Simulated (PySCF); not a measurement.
PySCF input (PBE/6-311++G(2d,2p)):

```python
import numpy as np, basis_set_exchange as bse
from pyscf import gto, scf, dft, df

basis = {'C': gto.basis.parse(bse.get_basis('6-311++G(2d,2p)', elements=['C'], fmt='nwchem')), 'H': gto.basis.parse(bse.get_basis('6-311++G(2d,2p)', elements=['H'], fmt='nwchem')), 'N': gto.basis.parse(bse.get_basis('6-311++G(2d,2p)', elements=['N'], fmt='nwchem')), 'O': gto.basis.parse(bse.get_basis('6-311++G(2d,2p)', elements=['O'], fmt='nwchem'))}
mol = gto.M(
    atom='''
    O     0.40729498    1.27979630    0.29460394
    C     0.08163148    0.13868104    0.03256419
    N     0.99861611   -0.84680311   -0.18123877
    C    -1.37105389   -0.27916763   -0.07797619
    H     0.73494507   -1.78997243   -0.39805759
    H    -1.84573602    0.32224419   -0.85323023
    H    -1.50787858   -1.33524955   -0.31016180
    H    -1.86875914   -0.05203685    0.86465332
    H     1.97529047   -0.61281436   -0.11889194
    ''',
    basis=basis,
    charge=0,
    verbose=4,
    max_memory=8640,
)
mf = dft.RKS(mol, xc='pbe')
mf.grids.level = 3
mf = mf.density_fit(auxbasis=df.autoaux(mol))
mf.conv_tol = 1e-9
mf.max_cycle = 100
print('smallest overlap eigenvalue', np.linalg.eigvalsh(mol.intor('int1e_ovlp'))[0])
mf.kernel()
dip = mf.dip_moment()
```

Output:

```
PySCF version 2.14.0

[INPUT] verbose = 4
[INPUT] num. atoms = 9
[INPUT] num. electrons = 32
[INPUT] charge = 0
[INPUT] spin (= nelec alpha-beta = 2S) = 0
[INPUT] symmetry False subgroup None
[INPUT] Mole.unit = angstrom
[INPUT] Symbol           X                Y                Z      unit          X                Y                Z       unit  Magmom
[INPUT]  1 O      0.407294980000   1.279796300000   0.294603940000 AA    0.769675964110   2.418464502232   0.556720761818 Bohr   0.0
[INPUT]  2 C      0.081631480000   0.138681040000   0.032564190000 AA    0.154261140343   0.262069184270   0.061537400568 Bohr   0.0
[INPUT]  3 N      0.998616110000  -0.846803110000  -0.181238770000 AA    1.887110951479  -1.600225959330  -0.342491638453 Bohr   0.0
[INPUT]  4 C     -1.371053890000  -0.279167630000  -0.077976190000 AA   -2.590916354120  -0.527550363544  -0.147353643337 Bohr   0.0
[INPUT]  5 H      0.734945070000  -1.789972430000  -0.398057590000 AA    1.388844898899  -3.382557663222  -0.752219826904 Bohr   0.0
[INPUT]  6 H     -1.845736020000   0.322244190000  -0.853230230000 AA   -3.487935576045   0.608953264332  -1.612371455900 Bohr   0.0
[INPUT]  7 H     -1.507878580000  -1.335249550000  -0.310161800000 AA   -2.849477545298  -2.523255957449  -0.586120856302 Bohr   0.0
[INPUT]  8 H     -1.868759140000  -0.052036850000   0.864653320000 AA   -3.531442967378  -0.098335394885   1.633957967496 Bohr   0.0
[INPUT]  9 H      1.975290470000  -0.612814360000  -0.118891940000 AA    3.732758004763  -1.158051305601  -0.224673205018 Bohr   0.0

nuclear repulsion = 121.821104552868
number of shells = 74
number of NR pGTOs = 220
number of NR cGTOs = 158
basis = {'C': [[0, [4563.24, 0.00196665], [682.024, 0.0152306], [154.973, 0.0761269], [44.4553, 0.260801], [13.029, 0.616462], [1.82773, 0.221006]], [0, [20.9642, 0.11466], [4.80331, 0.919999], [1.45933, -0.00303068]], [0, [0.483456, 1.0]], [0, [0.145585, 1.0]], [0, [0.0438, 1.0]], [1, [20.9642, 0.0402487], [4.80331, 0.237594], [1.45933, 0.815854]], [1, [0.483456, 1.0]], [1, [0.145585, 1.0]], [1, [0.0438, 1.0]], [2, [1.252, 1.0]], [2, [0.313, 1.0]]], 'H': [[0, [33.865, 0.0254938], [5.09479, 0.190373], [1.15879, 0.852161]], [0, [0.32584, 1.0]], [0, [0.102741, 1.0]], [0, [0.036, 1.0]], [1, [1.5, 1.0]], [1, [0.375, 1.0]]], 'N': [[0, [6293.48, 0.00196979], [949.044, 0.0149613], [218.776, 0.0735006], [63.6916, 0.248937], [18.8282, 0.60246], [2.72023, 0.256202]], [0, [30.6331, 0.111906], [7.02614, 0.921666], [2.11205, -0.00256919]], [0, [0.684009, 1.0]], [0, [0.200878, 1.0]], [0, [0.0639, 1.0]], [1, [30.6331, 0.0383119], [7.02614, 0.237403], [2.11205, 0.817592]], [1, [0.684009, 1.0]], [1, [0.200878, 1.0]], [1, [0.0639, 1.0]], [2, [1.826, 1.0]], [2, [0.4565, 1.0]]], 'O': [[0, [8588.5, 0.00189515], [1297.23, 0.0143859], [299.296, 0.070732], [87.3771, 0.240001], [25.6789, 0.594797], [3.74004, 0.280802]], [0, [42.1175, 0.113889], [9.62837, 0.920811], [2.85332, -0.00327447]], [0, [0.905661, 1.0]], [0, [0.255611, 1.0]], [0, [0.0845, 1.0]], [1, [42.1175, 0.0365114], [9.62837, 0.237153], [2.85332, 0.819702]], [1, [0.905661, 1.0]], [1, [0.255611, 1.0]], [1, [0.0845, 1.0]], [2, [2.584, 1.0]], [2, [0.646, 1.0]]]}
ecp = {}
ETB for H: l = 0, exps = 0.072 * 1.8^n , n = 0..12
ETB for H: l = 1, exps = 0.411 * 2^n , n = 0..3
ETB for H: l = 2, exps = 0.75 * 2.2^n , n = 0..2
ETB for O: l = 0, exps = 0.169 * 1.8^n , n = 0..15
ETB for O: l = 1, exps = 0.169 * 1.8^n , n = 0..12
ETB for O: l = 2, exps = 0.169 * 1.8^n , n = 0..11
ETB for O: l = 3, exps = 0.7305 * 2.2^n , n = 0..3
ETB for C: l = 0, exps = 0.0876 * 1.8^n , n = 0..15
ETB for C: l = 1, exps = 0.0876 * 1.8^n , n = 0..13
ETB for C: l = 2, exps = 0.0876 * 1.8^n , n = 0..12
ETB for C: l = 3, exps = 0.3568 * 2.2^n , n = 0..3
ETB for N: l = 0, exps = 0.1278 * 1.8^n , n = 0..15
ETB for N: l = 1, exps = 0.1278 * 1.8^n , n = 0..13
ETB for N: l = 2, exps = 0.1278 * 1.8^n , n = 0..12
ETB for N: l = 3, exps = 0.5204 * 2.2^n , n = 0..3
smallest overlap eigenvalue 8.982074604047223e-05

******** <class 'pyscf.df.df_jk.DFRKS'> ********
method = DFRKS
initial guess = minao
damping factor = 0
level_shift factor = 0
DIIS = <class 'pyscf.scf.diis.CDIIS'>
diis_start_cycle = 1
diis_space = 8
diis_damp = 0
SCF conv_tol = 1e-09
SCF conv_tol_grad = None
SCF max_cycles = 100
direct_scf = False
XC library pyscf.dft.libxc version 7.1.2
    S. Lehtola, C. Steigemann, M. J. T. Oliveira, and M. A. L. Marques,  SoftwareX 7, 1–5 (2018)
XC functionals = pbe
    J. P. Perdew, K. Burke, and M. Ernzerhof,  Phys. Rev. Lett. 77, 3865 (1996)
    J. P. Perdew, K. Burke, and M. Ernzerhof,  Phys. Rev. Lett. 78, 1396 (1997)
    J. P. Perdew, K. Burke, and M. Ernzerhof,  Phys. Rev. Lett. 77, 3865 (1996)
    J. P. Perdew, K. Burke, and M. Ernzerhof,  Phys. Rev. Lett. 78, 1396 (1997)
radial grids:
    Treutler-Ahlrichs [JCP 102, 346 (1995); DOI:10.1063/1.469408] (M4) radial grids

becke partition: Becke, JCP 88, 2547 (1988); DOI:10.1063/1.454033
pruning grids: <function nwchem_prune>
grids dens level: 3
symmetrized grids: False
atomic radii adjust function: <function treutler_atomic_radii_adjust>
small_rho_cutoff = 0
Set gradient conv threshold to 3.16228e-05
Initial guess from minao.
tot grids = 105264
init E= -209.37021601938
  HOMO = -0.317493366357645  LUMO = -0.0746105782892528  gap/eV = 6.60918
cycle= 1 E= -208.858402907549  delta_E= 0.512  |g|= 0.958  |ddm|= 2.12
  HOMO = -0.0392765204365055  LUMO = -0.011790429573292  gap/eV = 0.74793
cycle= 2 E= -205.895212835787  delta_E= 2.96  |g|=    3  |ddm|= 12.7
  HOMO = -0.248370348396193  LUMO = -0.0514326401165768  gap/eV = 5.35895
cycle= 3 E= -208.924273651529  delta_E= -3.03  |g|= 0.701  |ddm|= 12.7
  HOMO = -0.250300498440193  LUMO = -0.0383684474192307  gap/eV = 5.76696
cycle= 4 E= -209.030630818046  delta_E= -0.106  |g|= 0.234  |ddm|= 0.493
  HOMO = -0.211916197523106  LUMO = -0.0325377063131798  gap/eV = 4.88114
cycle= 5 E= -209.038540730058  delta_E= -0.00791  |g|= 0.133  |ddm|= 0.246
  HOMO = -0.211793353018511  LUMO = -0.0315295519701721  gap/eV = 4.90523
cycle= 6 E= -209.042284546494  delta_E= -0.00374  |g|= 0.0302  |ddm|= 0.0952
  HOMO = -0.211942006177601  LUMO = -0.0309680453398463  gap/eV = 4.92455
cycle= 7 E= -209.042482026717  delta_E= -0.000197  |g|= 0.00532  |ddm|= 0.0241
  HOMO = -0.211676696459691  LUMO = -0.0311910969161581  gap/eV = 4.91126
cycle= 8 E= -209.04248820743  delta_E= -6.18e-06  |g|= 0.00242  |ddm|= 0.00631
  HOMO = -0.211881775596449  LUMO = -0.0312657028985428  gap/eV = 4.91481
cycle= 9 E= -209.042489331489  delta_E= -1.12e-06  |g|= 0.000822  |ddm|= 0.00176
  HOMO = -0.211780025035171  LUMO = -0.0312620255960904  gap/eV = 4.91214
cycle= 10 E= -209.042489494632  delta_E= -1.63e-07  |g|= 0.000126  |ddm|= 0.000753
  HOMO = -0.211755850128686  LUMO = -0.0312603311599507  gap/eV = 4.91153
cycle= 11 E= -209.042489498245  delta_E= -3.61e-09  |g|= 2.3e-05  |ddm|= 0.000181
  HOMO = -0.211755524381132  LUMO = -0.031259812375955  gap/eV = 4.91154
cycle= 12 E= -209.042489498353  delta_E= -1.07e-10  |g|= 4.35e-06  |ddm|= 1.92e-05
  HOMO = -0.211757571412154  LUMO = -0.0312598336979918  gap/eV = 4.91159
Extra cycle  E= -209.042489498338  delta_E= 1.46e-11  |g|= 9.74e-06  |ddm|= 1.42e-05
converged SCF energy = -209.042489498338
Dipole moment(X, Y, Z, Debye): -0.23231, -3.69967, -0.84397
```
